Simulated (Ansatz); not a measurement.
`CCSC(C)C` → `CCSCC` + `[CH2]` (triplet)  (formal loss of a carbene)

Gas-phase electronic energies from Ansatz, PBE0-D4/def2-TZVP geometries. CCSD(T)/CBS adds triple-zeta CCSD(T) − MP2 to the extrapolated MP2 energy (def2 sets, frozen cores). This one scheme is used for every species. Triplets are unrestricted, without spin–orbit coupling. One conformer a species, not always the lowest.

```json
{"level": "HF/def2-SVP", "ΔE (kcal/mol)": "70.7"}
{"level": "SCS-MP2/def2-TZVPP", "ΔE (kcal/mol)": "105.7"}
```

Task: What does CCSD(T)/CBS give? (Estimate.)

Result: Computed: +105.1 kcal/mol. The listed levels differ from it by -34.4, 0.6 kcal/mol.

Largest T1 diagnostic among the species: 0.011.

From PBE to PBE0 (25 % exact exchange), in def2-TZVPP and without D4, ΔE moves by −1.6 kcal/mol. At CCSD(T), def2-SVP lies −3.5 kcal/mol from the extrapolated value and def2-TZVPP −2.7 kcal/mol.
